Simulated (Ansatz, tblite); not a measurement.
**YBr3: removing an electron**

One table from this session's results is given with a row withheld; the runs are named, their logs left out.

Program: Ansatz 0.2.0, Gaussian basis. Level of theory: as each input shows. These are calculated values, not measurements.

The runs, in order: charge +1 doublet, at the geometry of the singlet (PBE0-D4/def2-TZVP, PBE-D4/def2-TZVP, r2SCAN-D4/def2-TZVP, CCSD(T)/def2-SVP); charge +1 doublet, relaxed (PBE0-D4/def2-TZVP, PBE-D4/def2-TZVP); the starting singlet's energies come from earlier runs.

2 further runs of the same task are left out: 1 that didn't finish, 1 set aside as unsound or not needed. Runs told in other sessions of the task aren't counted.

**The structure**

The geometry is that of the singlet, from an earlier relaxation (r2SCAN-D4/def2-SVP).

4 atoms, charge 0, spin multiplicity 1.

Atoms are counted from 1 here; the program's logs count them from 0.

Bond lengths: Y1–Br2 2.592 Å, Y1–Br3 2.592 Å, Y1–Br4 2.592 Å. Angles: Br2–Y1–Br3 120.0°, Br2–Y1–Br4 120.0°, Br3–Y1–Br4 120.0°.

Geometry (Å):

```mol
Br3Y
  3D, bonds by distance, orders not assigned

  4  3  0  0  0  0  0  0  0  0999 V2000
   -0.0001    0.0000    0.0007 Y   0  0
    2.5921   -0.0259    0.0118 Br  0  0
   -1.2735    2.2579   -0.0172 Br  0  0
   -1.3185   -2.2320    0.0047 Br  0  0
  1  2  8  0
  1  3  8  0
  1  4  8  0
M  END
```

Formally the metal is d0. Y takes a core potential in the def2 sets. No spin-orbit coupling is included.

The first run:

Contents of in.yaml:

```yaml
crystal:
  periodic: [false, false, false]
  atoms:
    - {symbol: Y, position_ang: [-0.000093, 0.000002, 0.000669]}
    - {symbol: Br, position_ang: [2.592095, -0.025890, 0.011784]}
    - {symbol: Br, position_ang: [-1.273522, 2.257923, -0.017191]}
    - {symbol: Br, position_ang: [-1.318480, -2.232035, 0.004737]}
basis:
  gaussian: {orbitals: def2-SVP}
total_charge: 1
magnetization: {spin_polarized: true, initial_magnetization: 1}
hamiltonian: {xc: pbe0, dispersion: d4}
output: {orbitals: {seedname: orbitals}}
```

Launch:

```
$ ansatz run in.yaml --threads 4 --pin off --events-out ev --progress --plain --max-ram 3916MiB
```

Among the steps run: Charge +1 doublet at the fixed geometry, first pass, PBE0-D4/def2-SVP; Charge +1 doublet at the fixed geometry, PBE0-D4/def2-TZVP; Charge +1 doublet at the fixed geometry, PBE-D4/def2-TZVP; Charge +1 doublet at the fixed geometry, r2SCAN-D4/def2-TZVP; Charge +1 doublet at the fixed geometry, CCSD(T)/def2-SVP.

One of the session's tables, all rows but one given; the rest of the session is left out.

It belongs to the step «Vertical ionisation energy». 

```
             method  vertical ionisation energy (eV)
        HF/def2-SVP                            10.23
   PBE-D4/def2-TZVP                             9.71
r2SCAN-D4/def2-TZVP                            10.00
  PBE0-D4/def2-TZVP                                ?
       MP2/def2-SVP                            10.90
      CCSD/def2-SVP                            10.68
   CCSD(T)/def2-SVP                            10.59
```

Q: Estimate the row for PBE0-D4/def2-TZVP from the others.

As computed: vertical ionisation energy (eV): 10.24. In the column «vertical ionisation energy (eV)» it lies between HF/def2-SVP (10.23) and CCSD(T)/def2-SVP (10.59).
